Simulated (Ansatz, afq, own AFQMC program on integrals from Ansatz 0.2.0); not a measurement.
P₂H₄, singlet → P₂H₄⁺, doublet

```csv
atom,x (Å),y (Å),z (Å)
P,0.3677,-1.0579,-0.0828
P,-0.3679,1.0582,0.0790
H,-0.4999,-1.5307,0.9515
H,-0.5751,-1.4009,-1.1025
H,0.5053,1.5335,-0.9496
H,0.5698,1.3978,1.1044
```

Connectivity, by distances: PH2–PH2.

E(doublet, charge +1) − E(singlet, charge +0) at this geometry, on RHF and UHF determinants.

Basis def2-TZVP. Noble-gas cores (and the filled d shells of Ga–Kr and In–Xe) are frozen. AFQMC by an in-house program on the Cholesky factors that Ansatz 0.2.0 writes for its CCSD(T) run. ph-AFQMC/CISD is guided by a CISD state made of CCSD amplitudes; releasing the constraint for a short imaginary time cuts its bias at the price of noise, slowly where states lie close. Error bars are statistical, one sigma. The errors of all members are added in quadrature.

No full CI on the walks' own integrals is used here; CCSDT(Q) serves as the reference and is uncertain by about the last step of the cluster series. Each member takes its own surest rung, up to full CI.

The best estimate is CCSD(T) at the basis-set limit (CBS: def2-TZVPP and def2-QZVPP, with their diffuse functions for anions and beside diffuse sets, CCSD(T) itself extrapolated) plus the step from CCSD(T) to CCSDT(Q) in def2-TZVP. Rows without CBS are in def2-TZVP; B2PLYP and the wave-function rows carry a basis error of their own. Core correlation and relativity beyond core potentials are missing, and ± holds the sampling alone.

Cautions: P₂H₄⁺ (doublet): unrestricted determinant slightly spin contaminated (⟨S²⟩ 0.84 against 0.75), its ph-AFQMC/CISD value lies 20 ± 6 meV above CCSDT(Q).

```csv
level,vertical ionization energy (kJ/mol)
B2PLYP,872.5
r2SCAN,866.2
wB97M-V,886.6
```

Problem. From these cheaper values, estimate the vertical ionization energy at the level of the best estimate.

Solution. 893.4 kJ/mol (best estimate, highest rung CCSDT(Q)).

| level | vertical ionization energy (kJ/mol) | error against the best estimate (kJ/mol) |
| --- | --- | --- |
| HF | 794.2 | -99.2 |
| MP2 | 886.1 | -7.4 |
| CCSD | 878.0 | -15.5 |
| CCSD(T) | 879.6 | -13.9 |
| CCSDT | 878.2 | -15.3 |
| CCSDT(Q) | 878.0 | -15.5 |
| ph-AFQMC/CISD | 879.0 ± 0.8 | -14.5 ± 0.8 |
| released AFQMC | 879.4 ± 1.1 | -14.0 ± 1.1 |
| HF/CBS | 793.3 | -100.1 |
| MP2/CBS | 903.8 | 10.3 |
| CCSD(T)/CBS | 895.0 | 1.6 |
| PBE | 861.7 | -31.7 |
| PBE0 | 872.5 | -20.9 |
| B3LYP | 875.3 | -18.1 |

Correlation beyond CCSD(T) takes off 1.6 kJ/mol. Going to the basis-set limit adds 15.5 kJ/mol at CCSD(T). The perturbative (T) step is worth +1.6 kJ/mol. The functionals spread over 24.9 kJ/mol; wB97M-V comes nearest and PBE is 31.7 kJ/mol too low.

Best estimates are given only where the step beyond CCSD(T) is under 0.3 eV and no member's determinant is very poor (T1 over 0.05, or 0.07 for open shells, ⟨S²⟩ too high by 0.3, two states mixed), so the hardest cases are missing from such tables.

The functionals ran in a triple-zeta set and keep a basis error of their own, a few kJ/mol for each bond in atomization energies and more for double hybrids, so close places among them and the extrapolated levels can swap.

CCSDT and higher add their correlation energy to the determinant of the CCSD(T) run, since their own runs factorise the integrals more tightly (a shift of under 2 meV). Each member of a difference takes its own highest rung, so a best estimate needn't equal the limit plus the step of one row. Released energies are given only where the last usable release times agree within the noise; a slower fall can still hide under it.
